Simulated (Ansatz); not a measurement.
Debugging a single point from an input written key by key of C₅H₈O, SMILES C=C1CC(O)C1 (Ansatz 0.2.0 through its Python package).

The script, `c5h8o_deck.py`:
```python
"""C5H8O through the session interface."""

import ansatz as az
import numpy as np


def main() -> None:
    deck = {
        "crystal": {
            "atoms": [
                {"symbol": "C", "position_ang": [2.2254, -0.0706, 0.1423]},
                {"symbol": "C", "position_ang": [0.8909, -0.0776, 0.1153]},
                {"symbol": "C", "position_ang": [-0.1334, -1.1534, -0.1787]},
                {"symbol": "C", "position_ang": [-1.1079, 0.0333, -0.3995]},
                {"symbol": "O", "position_ang": [-2.4335, -0.1303, 0.1522]},
                {"symbol": "C", "position_ang": [-0.1563, 0.9817, 0.3781]},
                {"symbol": "H", "position_ang": [2.7684, 0.8347, 0.3912]},
                {"symbol": "H", "position_ang": [2.7859, -0.9723, -0.0801]},
                {"symbol": "H", "position_ang": [0.0334, -1.7671, -1.0691]},
                {"symbol": "H", "position_ang": [-0.3897, -1.8085, 0.6607]},
                {"symbol": "H", "position_ang": [-1.1874, 0.3062, -1.4619]},
                {"symbol": "H", "position_ang": [-2.8658, 0.7304, 0.0194]},
                {"symbol": "H", "position_ang": [-0.0081, 1.9554, -0.0986]},
                {"symbol": "H", "position_ang": [-0.4222, 1.1382, 1.4289]},
            ],
        },
        "basis": {"gaussian": {"orbitals": "def2-SVP"}},
        "hamiltonian": {"xc": "pbe0"},
        "output": {"forces": True},
    }
    session = az.Session.from_dict(deck)
    summary = session.plan(threads=1).execute().report

    print("reference energy %16.6f eV" % summary["reference_energy_ev"])
    print("total energy     %16.6f eV" % summary["free_energy_ev"])
    print("occupied orbitals outside the frozen core (up, down):", summary["n_occupied"], " frozen:", summary["n_frozen"], " virtual:", summary["n_virtual"])
    symbols = ["C", "C", "C", "C", "O", "C", "H", "H", "H", "H", "H", "H", "H", "H"]

    forces = np.array(summary["forces_ev_ang"])
    print("largest force", round(float(np.linalg.norm(forces, axis=1).max()), 4), "eV/A, rms", round(float(np.sqrt((forces ** 2).mean())), 4))
    charges = summary["charge_distribution"]
    dipole = np.array(charges["dipole_moment_e_ang"]) * 4.803205
    print("dipole (D): {:.3f} {:.3f} {:.3f}, length {:.3f}".format(*dipole, np.linalg.norm(dipole)))
    print("atom  Mulliken   Lowdin")
    for symbol, m, l in zip(symbols, charges["mulliken_charges_e"], charges["lowdin_charges_e"]):
        print(f"{symbol:4s} {m:9.3f} {l:8.3f}")


if __name__ == "__main__":
    main()
```

```console
$ python c5h8o_deck.py
Traceback (most recent call last):
  File "c5h8o_deck.py", line 50, in <module>
    main()
    ~~~~^^
  File "c5h8o_deck.py", line 31, in main
    session = az.Session.from_dict(deck)
ansatz.RefusalError: crystal: missing field `lattice` (a structure is typed as `lattice` and `atoms`, a molecule's as `atoms` in Å alone, or read from a run's directory, `checkpoint`)
```

Find the fault and give the corrected script.

The fault: periodic left out. Mended:

```diff
--- before
+++ after
@@ -9,2 +9,3 @@
         "crystal": {
+            "periodic": [False, False, False],
             "atoms": [
```

The mended script runs so:

```console
$ python c5h8o_deck.py
reference energy     -7346.934126 eV
total energy         -7346.934126 eV
occupied orbitals outside the frozen core (up, down): [23, 23]  frozen: 0  virtual: [101, 101]
largest force 2.4551 eV/A, rms 0.5861
dipole (D): 0.125 1.333 -0.597, length 1.466
atom  Mulliken   Lowdin
C       -0.070   -0.006
C       -0.260   -0.116
C        0.090    0.024
C       -0.010   -0.040
O       -0.331    0.062
C        0.091    0.005
H        0.035    0.008
H        0.036    0.008
H        0.049    0.013
H        0.062    0.028
H        0.037   -0.001
H        0.175   -0.018
H        0.041    0.009
H        0.053    0.023
```

Reading the output:
- Total energies depend on the basis set; only differences at equal settings carry meaning.
- The geometry is a force-field or estimated start, not a minimum of this method, and the basis set is short of its limit.
- The Löwdin charges here are taken after orthogonalising the functions within each atom; they differ from plain Löwdin charges, and their signs can be unphysical.
- The whole script took 7.4 s on 1 thread of Intel(R) Xeon(R) Platinum 8259CL CPU @ 2.50GHz (Skylake/Cascade Lake), on a shared host, peak memory 0.33 GiB.

(Lines on the test bed's own set-up are left out of the output.)
